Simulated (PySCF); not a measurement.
Computed NMR parameters against published values

Numbering as in the mapped SMILES `[CH2:1]=[C:2]=[CH2:3]`. Hydrogens are named by the atom that carries them.

Published values to compare with: δ 13C C2 224.4; C1/C3 79.9 ppm (measured; gas; Olsson, Cremer, J. Chem. Phys. 1996, 105, 8995 (gas-phase data of Jameson 1987, Jameson 1981, Wasylishen 1984)).
σ 13C C1/C3 115.1; C2 -29.4 ppm (measured; gas, 300 K; A. A. Auer, PhD thesis, Mainz 2002 (Auer, Gauss, Stanton, JCP 2003, 118, 10407)).
δ 13C C2 216.5; C1/C3 74.6 ppm (CCSD(T)/cc-pVQZ; gas (isolated, no vibration); M. Maurer, PhD thesis, LMU Munich (Maurer, Ochsenfeld, JCTC 2015 SI; set of Flaig et al., JCTC 2014, 10, 572)).
σ 13C C1/C3 119.6; C2 -23.7 ppm (CCSD(T)/pz3d2f; gas (isolated, no vibration); A. A. Auer, PhD thesis, Mainz 2002 (Auer, Gauss, Stanton, JCP 2003, 118, 10407)). Coupling constants: 1J(C1,H(C1)) 167.8 Hz, 1J(C1,C2) 98.7 Hz, 1J(C1,H(C1)) 168.2 Hz.

Computational details: couplings computed with B3LYP/pcJ-1, shielding tensors at PBE0/pcSseg-1 (GIAO), structure optimised with GFN2-xTB, in PySCF 2.14.0 with density-fitted response routines (rapidly exchanging positions averaged, one conformer, in vacuum, relativity neglected).

Question: What does the calculation give, and how does it compare?

Answer: 
Reference values: measured (gas; Olsson, Cremer, J. Chem. Phys. 1996, 105, 8995 (gas-phase data of Jameson 1987, Jameson 1981, Wasylishen 1984)).
| atoms | quantity | reference | computed |
| --- | --- | --- | --- |
| C2 | δ 13C vs CH4 (gas) | 224.4 | 230.4 |
| C1/C3 | δ 13C vs CH4 (gas) | 79.9 | 82.9 |

Reference values: measured (gas, 300 K; A. A. Auer, PhD thesis, Mainz 2002 (Auer, Gauss, Stanton, JCP 2003, 118, 10407)).
```json
{"atoms": "C1/C3", "quantity": "σ 13C", "reference": "115.1", "computed": "109.6"}
{"atoms": "C2", "quantity": "σ 13C", "reference": "-29.4", "computed": "-38.0"}
```

Reference values: CCSD(T)/cc-pVQZ (gas (isolated, no vibration); M. Maurer, PhD thesis, LMU Munich (Maurer, Ochsenfeld, JCTC 2015 SI; set of Flaig et al., JCTC 2014, 10, 572)).
```csv
atoms,quantity,reference,computed,"computed, scaled"
C2,δ 13C,216.5,224.9,217.0
C1/C3,δ 13C,74.6,77.4,73.2
```

Reference values: CCSD(T)/pz3d2f (gas (isolated, no vibration); A. A. Auer, PhD thesis, Mainz 2002 (Auer, Gauss, Stanton, JCP 2003, 118, 10407)).
```csv
atoms,quantity,reference,computed
C1/C3,σ 13C,119.6,109.6
C2,σ 13C,-23.7,-38.0
```

Absolute shieldings are compared as such; zero-point and thermal motion, absent here, lowers them by some tenths of a ppm for H, a few ppm for C and up to about 10 ppm for F.

Computed shifts are σ(ref) − σ with the named reference compound (TMS for H and C) calculated as an isolated molecule at the same level. The measured values may be among those fitted. Expected solution values come from regression of measured δ (H and C: mostly CDCl3, vs TMS) on computed σ: 13C: δ = 179.97 − 0.974σ (rms 2.1 ppm, 958 shifts, 2.3 ppm with the 13 outliers that the fit left out). A few per cent of atoms miss by over 2 rms, more outside the fitted compound classes.

Coupling constants in Hz:
```tsv
coupling	reference	computed	source
1J(C1,H(C1))	167.8	174.5	measured; Jessen and Sauer, arXiv:2312.00705
1J(C1,C2)	98.7	116.1	measured; Jessen and Sauer, arXiv:2312.00705
1J(C1,H(C1))	168.2	174.5	measured; liquid or solution (compiled); San Fabian, Garcia de la Vega, Suardiaz et al., Magn. Reson. Chem. 2013, 51, 775 (SI)
```

Question: How far are the unscaled 13C shifts from the references?

Answer: Mean signed difference +5.05 ppm, mean absolute 5.05 ppm over 4 comparisons; the largest is +8.4 ppm at C2 (central carbon of an allene).

Question: How far are the unscaled 13C shieldings from the references?

Answer: Mean signed difference -9.60 ppm, mean absolute 9.60 ppm over 4 comparisons; the largest is -14.3 ppm at C2 (central carbon of an allene).

11 of the 14 published NMR values on file for this molecule are compared. The rest: other calculations.
